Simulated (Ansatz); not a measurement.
We consider hcp Sc, described by r²SCAN0 in Ansatz (plane waves, PAW).

Numerical settings: plane-wave cutoff 520 eV, 9×9×6 k mesh (along the axes of the cell as run), Fermi–Dirac smearing 0.05 eV, scalar-relativistic PAW data made under PBE.

Computed at the level's own relaxed cell.

**Question.** Estimate the lattice parameter a and lattice parameter c that the calculation returns.

**Answer.** 
* **lattice parameter a**: 3.356 Å
* **lattice parameter c**: 5.212 Å

Measured, for comparison: lattice constant a 3.309 Å, lattice parameter c 5.268 Å (293 K, not corrected to a static lattice; as tabulated in Wikipedia's data pages). Computed (rounded) less measured: lattice constant a +1.4 %, lattice parameter c -1.1 %. A static lattice is as a rule a little smaller and stiffer than an uncorrected measurement, which narrows the difference in the lattice parameter c and would widen misses of the other sign.

Static lattice: no zero-point or thermal effects.

Cost on a shared machine: very roughly 40 core-minutes.

Ansatz is a quantum-chemistry and plane-wave program.
